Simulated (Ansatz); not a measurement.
GeH, quartet: the ladder up to full CI

Geometry: that of the GeH, doublet, kept fixed. The doublet lies 1.8 eV lower here.

```xyz
2

Ge    0.0000    0.0000    0.0000
H     0.0000    0.0000    1.6012
```

Basis cc-pVTZ; Ansatz 0.2.0. Only valence electrons are correlated (noble-gas cores and the filled d shells of p-block atoms frozen), which leaves 5 electrons in 43 orbitals. Prefix R: restricted or restricted open-shell reference; prefix U: unrestricted. Active spaces: valence = (5e, 5o) chosen from the atoms' valence shells. No spin–orbit coupling is included, and no scalar relativity.

Full CI is exact within this basis and frozen core; it isn't the basis-set limit. The frozen core follows each run's orbitals, which can shift R against U totals by a few meV for light atoms and by up to 0.1 eV past Ca.

For open shells CISD is restricted-active-space CI with the open shells as a complete middle space.

* UHF ⟨S²⟩: 3.759
* T1 diagnostic (RCCSD): 0.0359
* largest doubles amplitude (RCCSD): 0.074

| level | E − E(RHF) (eV) |
| --- | --- |
| RMP2 | -1.6673 |
| RCCSD | -2.1227 |
| RCCSD(T) | -2.1946 |

(1) Estimate how far full CI in cc-pVTZ lies from RCCSD(T). The table doesn't fix it; the size of (T) and the diagnostics are the guide.

(1) Full CI in cc-pVTZ lies 0.68 mEh below RCCSD(T), which is 26 % of the (T) step (-2.64 mEh). T1 is raised, and the rest is a large part of (T).

The other levels:

```
                   level  E − E(full CI) (mEh)  share of correlation (%)  wall time
                    CISD                  2.80                     96.55      0.9 s
                 BCCD(T)                  0.67                     99.17      0.9 s
                  RCCSDT                  0.03                     99.97          –
               RCCSDT(Q)                 -0.03                    100.04      5.5 s
  CASSCF (valence space)                 61.61                     24.25          –
  NEVPT2 (valence space)                 17.22                     78.83     0.75 s
  MRCISD (valence space)                  3.69                     95.46          –
MRCISD+Q (valence space)                  1.30                     98.40     0.99 s
```

The correlation energy at full CI, counted from RHF, is -2.213 eV. That run took 74 s on 1 thread of Intel Xeon 6975P-C, shared host over 1,326,860 determinants.

Run but not shown, since their state or frozen core can't be matched to the reference's or they repeat it: UHF, UMP2, UCCSD, UCCSD(T), UCCSDT, UCCSDT(Q).

Times hold each run's SCF and search for its determinant on a shared host, so for small cases they say little of a method's own cost; they ran on 1 thread of Intel Xeon 6975P-C.

The full-CI state has the irrep A2 of C2v, in the program's axes (one component, if the state is degenerate).

Natural occupations of full CI about the gap: 1.935 0.996 0.985 0.985 0.030 0.011 0.011 0.009 0.009 0.006; effectively unpaired electrons, Σ n²(2−n)², 3.02.
